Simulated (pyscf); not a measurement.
5 gas-phase steps of one pattern: multi-bond step on the singlet surface, H–H, H–H broken and H–H, H–Si/Ge/Sn, H–Si/Ge/Sn formed. Structures and frequencies: ωB97X-D3(BJ)/def2-SVP in PySCF. Electronic energies in kcal/mol, from the separated reactants; ΔE‡ and ΔE at ωB97M-D3(BJ)/def2-TZVP. Rows were drawn at random from the steps of this pattern with a verified saddle, stable references and no exit in the data more than 5 kcal/mol lower.

| row | step | ΔE | ΔE‡ |
|---|---|---|---|
| 1 | Cl–GeH: (SMILES [Cl][GeH]) [singlet] + H₂ (SMILES [H][H]) + H₂ (SMILES [H][H]) → Cl–GeH₃ (SMILES [Cl][GeH3]) + H₂ (SMILES [H][H]) | -29.5 | 40.1 |
| 2 | F–GeH: (SMILES [F][GeH]) [singlet] + H₂ (SMILES [H][H]) + H₂ (SMILES [H][H]) → F–GeH₃ (SMILES [F][GeH3]) + H₂ (SMILES [H][H]) | -29.2 | 36.4 |
| 3 | HS–GeH: (SMILES [SH][GeH]) [singlet] + H₂ (SMILES [H][H]) + H₂ (SMILES [H][H]) -> HS–GeH₃ (SMILES [SH][GeH3]) + H₂ (SMILES [H][H]) | -24.2 | 40.3 |
| 4 | SnH₂ (SMILES [SnH2]) [singlet] + H₂ (SMILES [H][H]) + H₂ (SMILES [H][H]) → SnH₄ (SMILES [SnH4]) + H₂ (SMILES [H][H]) | -22.8 | 42.0 |
| 5 | F–Ge:–F (SMILES [F][Ge][F]) [singlet] + H₂ (SMILES [H][H]) + H₂ (SMILES [H][H]) -> F–GeH₂–F (SMILES [F][GeH2][F]) + H₂ (SMILES [H][H]) | -9.2 | ? |

**Question.** Fit ΔE‡ = a + b·ΔE to the other rows and predict row 5.

**Answer.** Over the 4 complete rows the means are -26.4 (ΔE) and 39.7 (ΔE‡); least squares gives b = 0.50 and a = 52.9 kcal/mol, with residuals of 1.4 kcal/mol (root mean square; largest 2.0, row 1). For row 5: 52.9 + 0.50 × (-9.2) = 48.3 kcal/mol, an extrapolation. The computed barrier is 48.0 kcal/mol, 0.3 under the line. The scatter is large against the spread of the barriers, so the line says little here. Each barrier is that of the saddle found. Elements up to Kr have no core potential and no relativistic terms here. Elements past Kr carry the def2 core potentials, without spin-orbit coupling.
